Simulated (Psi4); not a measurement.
# CClF3 (SMILES FC(F)(F)Cl) at 4 levels

Wanted: a comparison of 4 runs (B3LYP/def2-SVPD, BHLYP/def2-SVPD, M06-L/def2-SVPD, PBE0/def2-SVPD) of CClF3. 

The calculation is run with Psi4 1.11.

1 further run of the same task is left out (it didn't finish).

## (1) The molecule

CClF3: 5 atoms, total charge 0, spin state singlet. As SMILES, `FC(F)(F)Cl`. The C2–Cl5 distance was set to 3.160 Å, away from the relaxed value. At this shape a bond of the SMILES string is far longer than usual.

Bond lengths: F1–C2 1.322 Å, C2–F3 1.322 Å, C2–F4 1.322 Å. Angles: F1–C2–F3 108.7°, F1–C2–F4 108.7°, F3–C2–F4 108.7°.

## (2) The energy at B3LYP/def2-SVPD (run 1)

cclf3.xyz

```xyz
5
CClF3
F     -0.009092    -1.217498     1.953359
C     -0.224992    -1.319098     0.653359
F     -1.472392    -1.711198     0.460159
F      0.588908    -2.235598     0.158759
Cl     0.276300     1.463300    -0.758000
```

calc.py

```python
import psi4

psi4.set_memory('1600 MB')
psi4.set_num_threads(1)
psi4.core.set_output_file('run.log', False)

with open('cclf3.xyz') as f:
    atoms = ''.join(f.readlines()[2:])
molecule = psi4.geometry('0 1\n' + atoms + 'symmetry c1\nno_reorient\nno_com')

psi4.set_options({
    'basis': 'def2-SVPD',
    'puream': True,
    'e_convergence': 1e-09,
    'd_convergence': 1e-08,
    'scf_type': 'pk',
    'dft_radial_points': 99,
    'dft_spherical_points': 590,
})

energy_value, wavefunction = psi4.energy("b3lyp", return_wfn=True)
psi4.oeprop(wavefunction, "QUADRUPOLE", "MULLIKEN_CHARGES", "MAYER_INDICES")
print(f'total energy {energy_value:.8f} hartree = {energy_value * 27.211386:.5f} eV')
```

Command:

```sh
$ python calc.py
```

run.log:

```text
[...]
  Running in c1 symmetry.
[...]
  Nuclear repulsion =  205.325109922870837
[...]
  Multiplicity = 1
[...]
  Nalpha       = 25
  Nbeta        = 25
[...]
    Number of basis functions: 116
[...]
   @RKS iter   1:  -797.05421955998156   -4.12300e-02   5.71259e-03 DIIS/ADIIS
[...]
   @RKS iter  14:  -797.33933418532285   -1.42109e-11   7.46812e-10 DIIS
[...]
    Orbital Energies [Eh]
    ---------------------
    Doubly Occupied:
       1A   -101.519433     2A    -24.827806     3A    -24.827797
       4A    -24.827786     5A    -10.556980     6A     -9.466604
       7A     -7.237289     8A     -7.225550     9A     -7.225550
      10A     -1.399647    11A     -1.305523    12A     -1.305503
      13A     -0.780814    14A     -0.773660    15A     -0.686001
      16A     -0.685994    17A     -0.639453    18A     -0.559779
      19A     -0.559777    20A     -0.522452    21A     -0.522443
      22A     -0.500949    23A     -0.332999    24A     -0.310423
      25A     -0.310423
[...]
  @RKS Final Energy:  -797.33933418532285
   => Energetics <=
    Nuclear Repulsion Energy =            205.3251099228708370
    One-Electron Energy =               -1510.1642422222410005
    Two-Electron Energy =                 559.7694364393762498
    DFT Exchange-Correlation Energy =     -52.2696383253288843
    Empirical Dispersion Energy =           0.0000000000000000
    VV10 Nonlocal Energy =                  0.0000000000000000
    Total Energy =                       -797.3393341853228549
[...]
 Multipole Moments:
 ------------------------------------------------------------------------------------
     Multipole            Electronic (a.u.)      Nuclear  (a.u.)        Total (a.u.)
 ------------------------------------------------------------------------------------
 L = 1.  Multiply by 2.5417464519 to convert [e a0] to [Debye]
 Dipole X            :          8.6520146           -8.8553247           -0.2033100
 Dipole Y            :         54.6505299          -55.7792993           -1.1287694
 Dipole Z            :        -26.2324612           26.8050980            0.5726368
 Magnitude           :                                                    1.2819392
 L = 2.  Multiply by 1.3450342976 to convert [e a0^2] to [Debye ang]
 Quadrupole XX       :       -111.8590557           86.5448940          -25.3141617
 Quadrupole XY       :        -69.7093819           69.9233960            0.2140142
[...]
  Mulliken Charges: (a.u.)
   Center  Symbol    Alpha    Beta     Spin     Total
       1     F     4.64628  4.64628  0.00000 -0.29256
       2     C     2.43329  2.43329  0.00000  1.13342
       3     F     4.64631  4.64631  0.00000 -0.29261
       4     F     4.64630  4.64630  0.00000 -0.29260
       5    CL     8.62782  8.62782  0.00000 -0.25564
   Total alpha = 25.00000, Total beta = 25.00000, Total charge = -0.00000
  Mayer Bond Indices:
[...]
```

Standard output:

```text
total energy -797.33933419 hartree = -21696.70840 eV
```

Wall time 13 s (1 thread of Intel Xeon 6975P-C (Granite Rapids), shared host); peak memory 0.68 GiB.

## (3) Energy and gradient at BHLYP/def2-SVPD (run 2)

input.json

```json
{
  "schema_name": "qcschema_input",
  "schema_version": 1,
  "molecule": {
    "schema_name": "qcschema_molecule",
    "schema_version": 2,
    "symbols": ["F", "C", "F", "F", "Cl"],
    "geometry": [-0.01718139, -2.30073778, 3.69131353, -0.42517326, -2.49273395, 1.23466957, -2.78241763, -3.23369557, 0.86957448, 1.11287483, -4.22466794, 0.30001103, 0.52213133, 2.76523624, -1.4324124],
    "molecular_charge": 0,
    "molecular_multiplicity": 1,
    "fix_symmetry": "c1",
    "fix_com": true,
    "fix_orientation": true
  },
  "driver": "gradient",
  "model": {
    "method": "bhhlyp",
    "basis": "def2-SVPD"
  },
  "keywords": {
    "puream": true,
    "e_convergence": 1e-09,
    "d_convergence": 1e-08,
    "scf_type": "pk",
    "dft_radial_points": 99,
    "dft_spherical_points": 590,
    "scf_properties": ["DIPOLE", "QUADRUPOLE", "WIBERG_LOWDIN_INDICES"]
  }
}
```

Command:

```sh
$ psi4 --qcschema input.json -n 1 --memory 1600MB
```

stdout (excerpt; [...] marks lines left out):

```text
[...]
  Running in c1 symmetry.
[...]
  Nuclear repulsion =  205.325110075273813
[...]
  Multiplicity = 1
[...]
  Nalpha       = 25
  Nbeta        = 25
[...]
    Number of basis functions: 116
[...]
   @RKS iter   1:  -796.86235812164796   -1.89964e-01   5.92093e-03 ADIIS/DIIS
[...]
   @RKS iter  12:  -797.15927760608724   -3.03544e-11   9.13817e-09 DIIS
[...]
  @RKS Final Energy:  -797.15927760608724
   => Energetics <=
    Nuclear Repulsion Energy =            205.3251100752738125
    One-Electron Energy =               -1510.0761578266738070
    Two-Electron Energy =                 540.9372797168125544
    DFT Exchange-Correlation Energy =     -33.3455095714998961
    Empirical Dispersion Energy =           0.0000000000000000
    VV10 Nonlocal Energy =                  0.0000000000000000
    Total Energy =                       -797.1592776060872438
[...]
 Multipole Moments:
 ------------------------------------------------------------------------------------
     Multipole            Electronic (a.u.)      Nuclear  (a.u.)        Total (a.u.)
 ------------------------------------------------------------------------------------
 L = 1.  Multiply by 2.5417464519 to convert [e a0] to [Debye]
 Dipole X            :          8.6478080           -8.8553247           -0.2075167
 Dipole Y            :         54.6271590          -55.7792992           -1.1521403
 Dipole Z            :        -26.2206055           26.8050980            0.5844925
 Magnitude           :                                                    1.3084807
 L = 2.  Multiply by 1.3450342976 to convert [e a0^2] to [Debye ang]
 Quadrupole XX       :       -111.8404823           86.5448940          -25.2955883
 Quadrupole XY       :        -69.7254060           69.9233964            0.1979904
[...]
  -Total Gradient:
     Atom            X                  Y                   Z
    ------   -----------------  -----------------  -----------------
       1        0.000839280179    -0.021569933675     0.043270133699
       2        0.011239635266     0.062248362846    -0.031552238765
       3       -0.034189852038    -0.033383522860     0.007550107758
       4        0.015156776776    -0.045937258408     0.000322511692
       5        0.006961135938     0.038641788120    -0.019600767369
[...]
```

The result, in JSON:

```text
{
 "driver": "gradient",
 "model": {
  "method": "bhhlyp",
  "basis": "def2-SVPD"
 },
 "success": true,
 "return_result": [0.0008392801791320126, -0.02156993367542251, 0.04327013369889254, 0.011239635265862552, 0.06224836284580418, -0.03155223876486228, -0.034189852037741664, -0.0333835228604641, 0.007550107757746401, 0.015156776775658048, -0.04593725840840793, 0.0003225116916829862, 0.006961135938476875, 0.038641788119992346, -0.019600767368552832],
 "properties": {
  "calcinfo_nbasis": 116,
  "calcinfo_nmo": 116,
  "calcinfo_nalpha": 25,
  "calcinfo_nbeta": 25,
  "calcinfo_natom": 5,
  "nuclear_repulsion_energy": 205.3251100752738,
  "return_energy": -797.1592776060872,
  "return_gradient": [0.0008392801791320126, -0.02156993367542251, 0.04327013369889254, 0.011239635265862552, 0.06224836284580418, -0.03155223876486228, -0.034189852037741664, -0.0333835228604641, 0.007550107757746401, 0.015156776775658048, -0.04593725840840793, 0.0003225116916829862, 0.006961135938476875, 0.038641788119992346, -0.019600767368552832],
  "scf_one_electron_energy": -1510.0761578266738,
  "scf_two_electron_energy": 540.9372797168126,
  "scf_xc_energy": -33.345509571499896,
  "scf_dipole_moment": [-0.20751668674160406, -1.1521402686911628, 0.5844924690662872],
  "scf_total_energy": -797.1592776060872,
  "scf_total_gradient": [0.0008392801791320126, -0.02156993367542251, 0.04327013369889254, 0.011239635265862552, 0.06224836284580418, -0.03155223876486228, -0.034189852037741664, -0.0333835228604641, 0.007550107757746401, 0.015156776775658048, -0.04593725840840793, 0.0003225116916829862, 0.006961135938476875, 0.038641788119992346, -0.019600767368552832],
  "scf_iterations": 12
 }
}
```

Wall time 16 s (1 thread of Intel Xeon 6975P-C (Granite Rapids), shared host); peak memory 0.68 GiB.

Run 3 isn't shown in full; the table further down has it.

## (4) A single-point energy at PBE0/def2-SVPD (run 4)

job.in

```
memory 1.6 GB

molecule {
  0 1
  F     -0.009092    -1.217498     1.953359
  C     -0.224992    -1.319098     0.653359
  F     -1.472392    -1.711198     0.460159
  F      0.588908    -2.235598     0.158759
  Cl     0.276300     1.463300    -0.758000
  symmetry c1
}

set basis def2-SVPD
set puream true
set e_convergence 1e-09
set d_convergence 1e-08
set scf_type pk
set dft_radial_points 99
set dft_spherical_points 590

e, wfn = energy("pbe0", return_wfn=True)
```

Command:

```sh
$ psi4 -n 1 job.in job.out
```

job.out:

```text
[...]
  Running in c1 symmetry.
[...]
  Nuclear repulsion =  205.325109922870837
[...]
  Multiplicity = 1
[...]
  Nalpha       = 25
  Nbeta        = 25
[...]
    Number of basis functions: 116
[...]
   @RKS iter   1:  -796.57125100186340   -8.24271e-02   5.46358e-03 DIIS/ADIIS
[...]
   @RKS iter  15:  -796.84087885739120   -8.64020e-12   1.50952e-09 DIIS
[...]
    Orbital Energies [Eh]
    ---------------------
    Doubly Occupied:
       1A   -101.690151     2A    -24.913933     3A    -24.913923
       4A    -24.913913     5A    -10.607412     6A     -9.534604
       7A     -7.277408     8A     -7.266022     9A     -7.266022
      10A     -1.432056    11A     -1.336548    12A     -1.336528
      13A     -0.798417    14A     -0.793552    15A     -0.703911
      16A     -0.703904    17A     -0.656355    18A     -0.575484
      19A     -0.575482    20A     -0.537451    21A     -0.537442
      22A     -0.516349    23A     -0.338315    24A     -0.318587
      25A     -0.318587
[...]
  @RKS Final Energy:  -796.84087885739120
   => Energetics <=
    Nuclear Repulsion Energy =            205.3251099228708370
    One-Electron Energy =               -1510.0729996838060742
    Two-Electron Energy =                 556.5438386438039515
    DFT Exchange-Correlation Energy =     -48.6368277402598608
    Empirical Dispersion Energy =           0.0000000000000000
    VV10 Nonlocal Energy =                  0.0000000000000000
    Total Energy =                       -796.8408788573912034
[...]
 Multipole Moments:
 ------------------------------------------------------------------------------------
     Multipole            Electronic (a.u.)      Nuclear  (a.u.)        Total (a.u.)
 ------------------------------------------------------------------------------------
 L = 1.  Multiply by 2.5417464519 to convert [e a0] to [Debye]
 Dipole X            :         -0.4456877            0.2289740           -0.2167137
 Dipole Y            :         -2.4738570            1.2707078           -1.2031492
 Dipole Z            :          1.2549179           -0.6445491            0.6103687
 Magnitude           :                                                    1.3664124
[...]
```

Wall time 14 s (1 thread of Intel Xeon 6975P-C (Granite Rapids), shared host); peak memory 0.68 GiB.

## (5) All runs side by side

| run | level | task | energy (Eh) | dipole moment (D) | HOMO energy (eV) | LUMO energy (eV) | wall time |
| --- | --- | --- | --- | --- | --- | --- | --- |
| 1 | B3LYP/def2-SVPD | energy | -797.339334 | 3.26 | -8.45 | -6.60 | 13 s |
| 2 | BHLYP/def2-SVPD | gradient | -797.159278 | 3.33 | -10.02 | -5.76 | 16 s |
| 3 | M06-L/def2-SVPD | gradient | -797.284572 | 3.59 | -7.36 | -7.02 | 32 s |
| 4 | PBE0/def2-SVPD | energy | -796.840879 | 3.47 | -8.67 | -6.41 | 14 s |

## (6) What came out

```
            quantity          value
 run 4: total energy  -796.84088 Eh
run 4: dipole moment         3.47 D
  run 4: HOMO energy       -8.67 eV
  run 4: LUMO energy       -6.41 eV
run 4: HOMO–LUMO gap        2.25 eV
```

In words: The dipole moment (its size) runs from 3.26 D (B3LYP/def2-SVPD) to 3.59 D (M06-L/def2-SVPD). The HOMO–LUMO gap runs from 0.35 eV (M06-L/def2-SVPD) to 4.27 eV (BHLYP/def2-SVPD). Totals of different functionals can't be ranked against each other. In runs 1, 2, 3, 4 a closed-shell determinant meets a far-stretched bond, which it describes badly. All runs together took 75 s, the longest 32 s.
